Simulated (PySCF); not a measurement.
NMR data simulated for an unnamed compound:

¹H NMR (500 MHz, computed): δ 1.75 (s, 12H).

¹³C{¹H} NMR (computed): δ 131.6 (C), 23.0 (CH3).

Non-relativistic Hamiltonian, a single conformation, no solvent model, equivalent nuclei averaged. Coordinates at the GFN2-xTB level; NMR shieldings at PBE0/pcSseg-1/GIAO; J couplings at B3LYP/pcJ-1 (without the spin–dipole term); PySCF.

Chemical shifts δ = σref − σ; ¹H (σ = 31.72 ppm), ¹³C (σ = 186.93 ppm) against TMS, all at this level.

Question: Which of these does the molecule contain: a Si–H bond, an ester, a non-aromatic C=C double bond, a heteroaromatic ring?

Answer: 
- A Si–H bond: no.
- An ester: no.
- A non-aromatic C=C double bond: yes.
- A heteroaromatic ring: no.

The data belong to 2,3-dimethyl-2-butene (SMILES CC(C)=C(C)C); they needn't prove each group on their own.

Carbon signals by region: 1 in the sp2 and nitrile region (100–160 ppm), 1 below 50 ppm.

Shifts are as computed. Against solution values, carbons near 30 ppm lie about +3 ppm off and those near 130 ppm about +5 ppm. Of 1211 compounds with measured shifts, 218 miss one by over three times the rms of a fit or turn the order of signals round; such compounds aren't used in these exercises.
